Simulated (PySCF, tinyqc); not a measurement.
Inside a calculation. Method: CIS on RHF in the sto-6g basis, for LiH, spin multiplicity 1. The lowest restricted solution is unstable here: a spin-polarised one lies 0.0001 hartree lower (PySCF). One step of it, computed by the program tinyqc.

Question. CIS matrix, triplets. A(ia,jb) = (e_a - e_i) d_ij d_ab - (ij|ab).

orbital energies (hartree): MO1 -2.402994, MO2 -0.244925, MO3 0.072164, MO4 0.159784, MO5 0.159784, MO6 0.415414

Two-electron integrals over orbitals (pq|rs), unique and non-zero (hartree):
```
(11|11) 1.665217    (21|11) -0.098604   (21|21) 0.010405    (22|11) 0.320888
(22|21) 0.003254    (22|22) 0.459135    (31|11) -0.144503   (31|21) 0.010973
(31|22) -0.011549   (31|31) 0.023254    (32|11) 0.026638    (32|21) -0.002619
(32|22) -0.055809   (32|31) -0.000499   (32|32) 0.018455    (33|11) 0.396381
(33|21) -0.009103   (33|22) 0.212439    (33|31) 0.000884    (33|32) 0.013215
(33|33) 0.331880    (41|41) 0.010039    (42|41) 0.007107    (42|42) 0.020947
(43|41) 0.010357    (43|42) 0.019854    (43|43) 0.041649    (44|11) 0.396968
(44|21) -0.003382   (44|22) 0.248057    (44|31) -0.004793   (44|32) 0.012092
(44|33) 0.280779    (44|44) 0.313125    (51|51) 0.010039    (52|51) 0.007107
(52|52) 0.020947    (53|51) 0.010357    (53|52) 0.019854    (53|53) 0.041649
(54|54) 0.016875    (55|11) 0.396968    (55|21) -0.003382   (55|22) 0.248057
(55|31) -0.004793   (55|32) 0.012092    (55|33) 0.280779    (55|44) 0.279374
(55|55) 0.313125    (61|11) 0.072308    (61|21) -0.009812   (61|22) -0.007463
(61|31) -0.005187   (61|32) 0.002637    (61|33) 0.011995    (61|44) 0.001470
(61|55) 0.001470    (61|61) 0.011624    (62|11) -0.078058   (62|21) 0.001797
(62|22) 0.112021    (62|31) 0.003942    (62|32) -0.041448   (62|33) -0.020100
(62|44) -0.034904   (62|55) -0.034904   (62|61) 0.000637    (62|62) 0.131262
(63|11) 0.019144    (63|21) -0.002087   (63|22) -0.055220   (63|31) 0.004268
(63|32) 0.014486    (63|33) 0.036352    (63|44) 0.006494    (63|55) 0.006494
(63|61) 0.004200    (63|62) -0.036583   (63|63) 0.028712    (64|41) -0.005989
(64|42) -0.018654   (64|43) -0.012558   (64|64) 0.019656    (65|51) -0.005989
(65|52) -0.018654   (65|53) -0.012558   (65|65) 0.019656    (66|11) 0.357380
(66|21) 0.001129    (66|22) 0.430252    (66|31) -0.010868   (66|32) -0.046337
(66|33) 0.238261    (66|44) 0.260817    (66|55) 0.260817    (66|61) -0.005009
(66|62) 0.103511    (66|63) -0.044795   (66|66) 0.426410
```

Give: CIS matrix A, triplet.

Answer.

CIS matrix A, triplet (hartree):
```
         1>3     1>4     1>5      1>6     2>3     2>4     2>5      2>6
1>3   2.0788  0.0000  0.0000  -0.0191  0.0091  0.0000  0.0000   0.0021
1>4   0.0000  2.1658  0.0000   0.0000  0.0000  0.0034  0.0000   0.0000
1>5   0.0000  0.0000  2.1658   0.0000  0.0000  0.0000  0.0034   0.0000
1>6  -0.0191  0.0000  0.0000   2.4610  0.0021  0.0000  0.0000  -0.0011
2>3   0.0091  0.0000  0.0000   0.0021  0.1047  0.0000  0.0000   0.0552
2>4   0.0000  0.0034  0.0000   0.0000  0.0000  0.1567  0.0000   0.0000
2>5   0.0000  0.0000  0.0034   0.0000  0.0000  0.0000  0.1567   0.0000
2>6   0.0021  0.0000  0.0000  -0.0011  0.0552  0.0000  0.0000   0.2301
```
